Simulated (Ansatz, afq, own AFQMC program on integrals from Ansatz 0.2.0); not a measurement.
## AlH3, singlet: energetics from AFQMC and coupled cluster

```xyz
4

Al    0.0000    0.0000    0.0000
H     1.5858    0.0151   -0.0001
H    -0.8059    1.3658   -0.0028
H    -0.7799   -1.3808    0.0029
```

Geometry: a PBE0/def2-TZVP stationary point, not shown to be a minimum. Basis cc-pVDZ. Only valence electrons are correlated. Integrals, coupled cluster, full CI and functionals: Ansatz 0.2.0; the random walks run on the same integrals in our own AFQMC program. The CISD trial takes its coefficients from CCSD amplitudes. Released means that phaseless walkers are propagated on without the constraint, phases kept. ± is one standard error of the sampling.

Best estimates are CCSD(T) at the basis-set limit (def2-TZVPP/QZVPP) plus the step from CCSD(T) to the highest rung at hand in cc-pVDZ, named in the table (released AFQMC can keep some 10 meV of bias). No zero-point, core-correlation or spin–orbit terms. Where CCSD(T) in the larger sets was too dear, only MP2 was extrapolated. Other levels are in cc-pVDZ, the functionals in def2-TZVP; a dash marks a level that is missing or breaks spin symmetry for a member.

Cautions: AlH₃⁺ (doublet): unrestricted determinant slightly spin contaminated (⟨S²⟩ 0.84 against 0.75), its ph-AFQMC/CISD value lies 16 ± 3 meV above full CI.

```tsv
process	best estimate (eV)	highest rung
to charge +1, doublet (vertical)	11.49	FCI
to free atoms	9.29	FCI
```

Errors against the best estimates in eV, the processes numbered in the order above:

```json
{"level": "MP2", "error, 1": "-0.22", "error, 2": "-0.94"}
{"level": "CCSD(T)", "error, 1": "-0.25", "error, 2": "-0.72"}
{"level": "ph-AFQMC/CISD", "error, 1": "-0.24 ± 0.004", "error, 2": "-0.71 ± 0.002"}
{"level": "CCSD(T)/CBS", "error, 1": "0.00", "error, 2": "0.00"}
{"level": "PBE", "error, 1": "-0.58", "error, 2": "-0.47"}
{"level": "r2SCAN", "error, 1": "-0.48", "error, 2": "-0.12"}
{"level": "PBE0", "error, 1": "-0.35", "error, 2": "-0.40"}
{"level": "B3LYP", "error, 1": "-0.29", "error, 2": "-0.08"}
{"level": "wB97M-V", "error, 1": "-0.14", "error, 2": "-0.03"}
{"level": "B2PLYP", "error, 1": "-0.25", "error, 2": "-0.22"}
```

Cost at the first geometry: PBE0/cc-pVDZ, 0.72 s on 1 thread of Intel(R) Xeon(R) Platinum 8259CL CPU @ 2.50GHz (Skylake/Cascade Lake), with other jobs on the host; RCCSD(T)/cc-pVDZ, 0.36 s on 1 thread of Intel(R) Xeon(R) Platinum 8259CL CPU @ 2.50GHz (Skylake/Cascade Lake) (shared host); CCSD(T)/def2-QZVPP, 12 s on 1 thread of Intel(R) Xeon(R) Platinum 8259CL CPU @ 2.50GHz (Skylake/Cascade Lake), with other jobs on the host; CCSDT(Q), 1.2 s on 1 thread of Intel(R) Xeon(R) Platinum 8259CL CPU @ 2.50GHz (Skylake/Cascade Lake), with other jobs on the host; ph-AFQMC/CISD with release, 3.3 min on 1 thread of Intel(R) Xeon(R) Platinum 8259CL CPU @ 2.50GHz (Skylake/Cascade Lake), on a shared host.

Best estimates are given only where the step beyond CCSD(T) is under 0.3 eV and no member's determinant is very poor (T1 over 0.05, or 0.07 for open shells, ⟨S²⟩ too high by 0.3, two states mixed), so the hardest cases are missing from such tables.

The functionals ran in a triple-zeta set and keep a basis error of their own, a few kJ/mol for each bond in atomization energies and more for double hybrids, so close places among them and the extrapolated levels can swap.

CCSDT and higher add their correlation energy to the determinant of the CCSD(T) run, since their own runs factorise the integrals more tightly (a shift of under 2 meV). Each member of a difference takes its own highest rung, so a best estimate needn't equal the limit plus the step of one row. A walk keeps the symmetry of its determinant, which the program's search chose and which needn't be the lowest solution, so a lower state of the same spin and another symmetry isn't excluded.
